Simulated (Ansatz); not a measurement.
Total energies of [B2H7]- (B2H7⁻) from Ansatz at PBE0-D4/def2-TZVPD, gas phase (1 Eh = 27.2114 eV = 2625.5 kJ/mol). The reference geometry is relaxed at PBE0-D4/def2-TZVPD.

```xyz
9

B     0.1260   -0.9040    0.6860
H    -0.3770    0.2799    0.4232
B    -0.1067    0.8896   -0.7077
H     0.0625   -0.7536    1.8997
H    -0.6798   -1.7129    0.2693
H     1.2587   -1.0769    0.2992
H     0.8746    1.5736   -0.4910
H    -1.1457    1.5376   -0.7062
H    -0.0126    0.1667   -1.6725
```

```json
{"state": "charge -1 singlet", "geometry": "reference", "energy (Eh)": "-53.84812"}
{"state": "charge 0 doublet", "geometry": "reference", "energy (Eh)": "-53.65779"}
{"state": "charge 0 doublet", "geometry": "relaxed at PBE0-D4/def2-TZVPD", "energy (Eh)": "-53.71622"}
```

(1) Work out the vertical ionisation energy to the doublet.

(2) How much does the charge 0 doublet relax, and what is the adiabatic ionisation energy?

(1) E(charge 0 doublet) − E(charge -1 singlet) = -53.65779 − (-53.84812) = 0.19033 Eh = 5.18 eV. For comparison, −ε of the highest occupied level is 3.00 eV at this level, 2.18 eV less.

(2) Relaxation: -53.65779 − (-53.71622) = 0.05843 Eh = 1.59 eV. Adiabatic ionisation energy: 0.13190 Eh = 3.59 eV, without zero-point energy. Bonds change on the way (0 lost, 2 formed), so the relaxed form is another species.
